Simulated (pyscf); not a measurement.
PySCF, gas phase, ωB97X-D3(BJ)/def2-SVP geometries. Correlated levels are frozen-core, on RHF or UHF. ΔMP2 is the change of the MP2 total energy from the triple- to the quadruple-zeta basis.

Task: Estimate by transition-state theory (the high-pressure limit) the rate constant of HO–SnH(OH)–F (SMILES [OH][SnH]([OH])[F]) → HO–Sn:–OH (SMILES [OH][Sn][OH]) [singlet] + HF (SMILES F) (singlet surface; F–Sn, H–Sn broken, F–H formed) at 1200 K, with CCSD(T)/def2-TZVPP + ΔMP2(QZVPP) energies (ideal gas, 1 atm, RRHO with modes under 100 cm⁻¹ raised to 100, one conformer, R ln 2 for rigid chiral ones; no tunnelling).

Result: The electronic barrier is 45.4 kcal/mol and the thermal terms add +0.6, so ΔG‡ = 46.0 kcal/mol. With k_BT/h = 2.50e+13 s⁻¹ and RT = 2.385 kcal/mol, k = 1.1e+05 s⁻¹; so small a molecule is far into fall-off at 1 atm, where the true rate is lower. Wigner's tunnelling factor for 1322i cm⁻¹ would be 1.10. A shift of 1 kcal/mol in the barrier changes k by a factor 1.5. On the product side the descent ends in a bound adduct (not fully relaxed), 8.1 kcal/mol under the separated species and 46.1 kcal/mol under the saddle at ωB97X-D3(BJ)/def2-TZVP. At ωB97X-D3(BJ) the barrier from the zero used here is 47.4 kcal/mol. One saddle was located; it need not be the lowest between these sides. The CCSD(T) − MP2 part came from Ansatz, without density fitting, on the same reference. The frozen core leaves the outer d or s,p core shells of the metals and heavy elements correlated in the MP2 and CC values, and def2-TZVPP describes them poorly, which can shift differences by a few kcal/mol. Elements past Kr carry the def2 core potentials, without spin-orbit coupling.
